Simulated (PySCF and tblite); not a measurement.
Results of a calculation; reference values are marked as such.
C5H6O, numbered as in [CH2:1]=[CH:2][C:3](=[O:4])[CH:5]=[CH2:6].

Free energies: PBE0-D3(BJ)/def2-TZVP (IEF-PCM, chloroform) on GFN2-xTB structures plus GFN2-xTB thermal terms, symmetry and mirror images included. Conformers within 3 kcal/mol (GFN2-xTB free energy) were kept, 8 at most. GIAO shieldings: PBE0/pcSseg-1 (IEF-PCM, chloroform). Shifts are against TMS (¹H), TMS (¹³C) at the same level. (PySCF 2.14, tblite 0.8.)

Torsions listed: C1–C2–C3–O4, O4–C3–C5–C6. Of a mirror pair one member is shown.

| conformer | shape | symmetry | E(GFN2) kcal/mol | E(DFT) kcal/mol |
| --- | --- | --- | --- | --- |
| 1 | 152°, -10° | C1 (pair) | 0.99 | 0.63 |
| 2 | 0°, 0° | C2v | 0.00 | 0.00 |
| 3 | 147°, 147° | C2 (pair) | 1.34 | 1.15 |

**Question.** How much do the weights at 298.15 K and the averaged shift of C3 depend on how the conformers are weighted?

**Answer.** 
```tsv
weighting	1 (%)	2 (%)	3 (%)	δ (ppm)	rms dipole (D)
DFT energy with thermal terms, symmetry and mirror images (full scheme)	51	41	8	195.7	3.64
DFT energy with symmetry and mirror images	52	37	11	196.0	3.68
bare DFT energy	23	67	10	194.5	3.48
GFN2-xTB energy with symmetry and mirror images	38	51	11	195.4	3.60
GFN2-xTB free energy	37	55	8	195.0	3.55
leading conformer alone	100	0	0	197.0	3.84
equal weights	33	33	33	198.0	3.86
full scheme, search stopped after three starts	56	44	0	194.9	3.56
```

The largest departure from the full scheme, 2.4 ppm, comes with: equal weights.
